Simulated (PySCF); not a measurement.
1-chloro-1,1-difluoroethane, C2H3ClF2.
Numbering: `[CH3:1][C:2]([F:3])([F:4])[Cl:5]`

Cartesian coordinates in Å at the GFN2-xTB level; atoms count from 1:
```xyz
8
C2H3ClF2 angstrom
C     -0.804   -0.194   -0.022
C      0.647    0.202    0.080
F      1.200   -0.229    1.230
F      0.798    1.540    0.086
Cl     1.619   -0.454   -1.276
H     -0.887   -1.276   -0.003
H     -1.221    0.193   -0.947
H     -1.342    0.228    0.826
```

The computed photoelectron lines, unassigned: C 1s: 292.00 (area 1), 297.41 (area 1) eV; F 1s: 693.80 eV; Cl 1s: 2829.23 eV; Cl 2p3/2: 206.65 eV.

Computed, not measured: delta-SCF UKS SCAN, pcX-2 on the ionised atom, pcseg-1 elsewhere, spin-free X2C in PySCF 2.14.0. Geometry: GFN2-xTB; no solvent, vibrations or thermal averaging.

Q: Which carbon gives which C 1s line?

A: 292.00 eV: C1 (methyl carbon); 297.41 eV: C2 (CF2 carbon). Lowest listed C 1s: C1, bonded to C and 3 H. Highest, 5.41 eV above it: C2, bonded to 2 F, Cl and C. Summing the Pauling electronegativity differences to the bonded atoms, each weighted by its formal bond order, gives -1.05 for the lowest site and +3.47 for the highest.

Bonded neighbours of each site: C1: C and 3 H; C2: 2 F, Cl and C; F3/F4: C; Cl5: C.

Q: Which photon energy gives electrons from Cl 2p3/2 of Cl5 a kinetic energy of 20 eV, and what is their de Broglie wavelength?

A: hν = 206.65 + 20 = 226.65 eV, recoil neglected; λ = 12.264 Å/√(E/eV) = 2.74 Å.

The first atom of each set that the bonding makes equivalent was ionised and stands for the set. 2p3/2 and 2p1/2 are the ΔSCF energy of one spin-free 2p hole plus the eigenvalues of a spin–orbit and ligand-field matrix of the shell. 2p1/2 minus 2p3/2 (ligand field included): Cl 1.65 eV.
